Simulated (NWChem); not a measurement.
# ammonia (NH₃); SMILES N

All runs: NWChem. Pople sets run with spherical d functions. Geometry: optimised at B3LYP/6-31G* (spherical d). Computed dipoles belong to the equilibrium geometry; the measured one is vibrationally averaged.

Measured dipole moment: 1.47 D (NIST CCCBDB, as tabulated in the package chemicals).

| level | dipole moment (D) | computed − measured |
|---|---|---|
| PBE0/STO-3G | 1.86 | +0.39 |
| PBE0/3-21G | 2.19 | +0.72 |
| PBE0/6-31G* | 1.94 | +0.47 |
| PBE0/6-31+G* | ___ | ___ |
| PBE0/6-311G** | 1.76 | +0.29 |
| PBE0/6-311++G** | 1.81 | +0.34 |
| PBE0/def2-TZVPD | 1.56 | +0.09 |
| PBE0/def2-QZVP | ___ | ___ |

**Question.** Fill in the missing entries.

**Answer.** 
- PBE0/def2-QZVP, dipole moment (D): 1.60
- PBE0/def2-QZVP, computed − measured: +0.13
- PBE0/6-31+G*, dipole moment (D): 1.96
- PBE0/6-31+G*, computed − measured: +0.49
